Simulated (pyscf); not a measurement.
HO–Sn•(OH)–OH (SMILES [OH][Sn]([OH])[OH]) + H₂O (SMILES O) -> HO–Sn(OH)(OH)–OH (SMILES [OH][Sn]([OH])([OH])[OH]) + H• (SMILES [H]) (substitution at O; doublet surface; H–O broken, O–Sn formed). Optimised with ωB97X-D3(BJ)/def2-SVP in PySCF. Energies in eV from the separated reactants.

```
level                   barrier  reaction energy
----------------------  -------  ---------------
PBE/def2-TZVP              1.52            +1.54
r²SCAN/def2-TZVP           1.54            +1.46
B3LYP-D3(BJ)/def2-TZVP        …            +1.57
M06-2X/def2-TZVP           1.76            +1.29
ωB97M-D3(BJ)/def2-TZVP        …                …
HF/def2-TZVP               2.14            +1.02
```

Task: What belongs in the gaps?

Result: 
- B3LYP-D3(BJ)/def2-TZVP, barrier: 1.66
- ωB97M-D3(BJ)/def2-TZVP, barrier: 1.82
- ωB97M-D3(BJ)/def2-TZVP, reaction energy: +1.41

On the reactant side the descent ends in an adduct with a O–Sn contact (not fully relaxed), 0.56 eV under the separated species and 2.30 eV under the saddle at ωB97X-D3(BJ)/def2-TZVP. At PBE this geometry lies under the product side: in single points on another level's saddle the reverse barrier vanishes, and the forward threshold there is about the reaction energy. What is counted as formed (O–Sn) is already present as a longer contact in the reactant adduct; forming that adduct is a step of its own. This is the saddle that the search found; another between the same sides may lie lower. The angle at the attacked O is 149°. Elements past Kr carry the def2 core potentials, without spin-orbit coupling.
